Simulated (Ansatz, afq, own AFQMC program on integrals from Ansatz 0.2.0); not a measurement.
Two steps: Ansatz 0.2.0 writes the Fock matrix and Cholesky factors of the valence space, and afq projects on them the lowest state that overlaps trial and start.

```yaml
crystal:
  periodic: [false, false, false]
  atoms:
    - {symbol: Fe, position_ang: [0.000000, 0.000000, 0.000000]}
basis:
  gaussian: {orbitals: def2-SVP}
magnetization: {spin_polarized: true, initial_magnetization: 4}
correlation: {method: ccsd_t, electrons: outside_noble_gas, hamiltonian_folder: ham}
```

```sh
$ ansatz run in.yaml --threads 1 --pin off --events-out ev --progress --plain --max-ram 16896MiB --backend cuda --devices 0, --max-vram 18GiB
```

Options of the walk:

```
--method phaseless --trial cisd --walkers 4000 --populations 20 --least-time 60 --time-step 0.005 --steps-per-block 50 --equilibration-blocks 40 --max-blocks 4000 --target-error 0.00017 --factor-cut 1e-05 --start spin_pure --seed 673 --release-times 0.24,0.6,1.2,2,3,4.2 --release-step 0.04 --release-every 3 --taylor-order 6
```

Times are imaginary, in 1/Eh. The walk had a cap of 171 s. With eight or more populations the least sampling time is a fifth of least-time, and the error comes from their spread.

afq prints:

```
orbitals 22  electrons 6 2  factors 173 of 237
reference energy -1262.26059263 Eh
CCSD correlation -0.12036589 Eh in 11 cycles, weight of the determinant in the CISD state 0.9230
energy of the start -1262.380801 Eh
 block  time / (1/Eh)  mean weight  energy / Eh
     1     0.250  0.9999  -1262.380888
     2     0.500  1.0002  -1262.381575
     3     0.750  1.0002  -1262.382052
     4     1.000  0.9999  -1262.382211
     5     1.250  1.0001  -1262.382606
     8     2.000  1.0000  -1262.383256
    11     2.750  1.0002  -1262.383325
    17     4.250  1.0003  -1262.383692
    19     4.750  1.0002  -1262.383265
    23     5.750  1.0001  -1262.383693
    29     7.250  0.9999  -1262.384002
    35     8.750  1.0002  -1262.383631
    37     9.250  0.9998  -1262.384067
    41    10.250  1.0000  -1262.384010
    47    11.750  1.0000  -1262.383399
    53    13.250  1.0001  -1262.383894
    59    14.750  1.0003  -1262.383895
    65    16.250  0.9999  -1262.383756
    71    17.750  0.9998  -1262.383645
    77    19.250  0.9998  -1262.383804
    83    20.750  1.0002  -1262.383864
    89    22.250  1.0001  -1262.383834
error from the spread of 20 populations
released: time / (1/Eh)  energy / Eh  error  mean overlap
  0.24  -1262.383634  0.000055  1.0004
  0.60  -1262.383727  0.000064  0.9982
  1.20  -1262.383611  0.000119  1.0024
  2.00  -1262.383872  0.000067  0.9874
  3.00  -1262.384159  0.000177  0.9764
  4.20  -1262.384213  0.000117  0.9648
energy -1262.383677 +/- 0.000052 Eh
(rows thinned)
```

The run passed its tests (sampling time, drift between the halves within three errors, error under three times the target), which doesn't prove that it has relaxed.

Against this walk (error 1.4 meV) on the same determinant: CCSD(T) 0.6 meV lower (within the noise), CCSDT(Q) 8.0 meV lower, CCSDTQ 8.2 meV lower, full CI 7.7 meV lower. The error is statistical and leaves out the bias of the constraint. The released energies are still falling (meV from the phaseless value at times in 1/Eh: -1.4 ± 1.7 at 0.60, 2 ± 3 at 1.20, -5.3 ± 1.8 at 2.00, -13 ± 5 at 3.00, -15 ± 3 at 4.20), so they give no level; they do show a bias of the constraint, and the last of them that isn't too noisy lies 7 meV below full CI. Full CI is exact here, so the walk's 8 meV above it is the walk's own error: the bias of the constraint with this trial.

Cautions: constraint bias not in the error; no relativity below Rb; outer-core shells of the metal frozen.

The walk took 61 s on 1 × NVIDIA H100 80GB HBM3 with 2 threads of AMD EPYC 7R13 Processor (Zen 3), on a shared host (the card was shared). The log's last line is the phaseless energy.

CCSDT and higher add their correlation energy to the determinant of the CCSD(T) run, since their own runs factorise the integrals more tightly (a shift of under 2 meV). A walk keeps the symmetry of its determinant, which the program's search chose and which needn't be the lowest solution, so a lower state of the same spin and another symmetry isn't excluded.
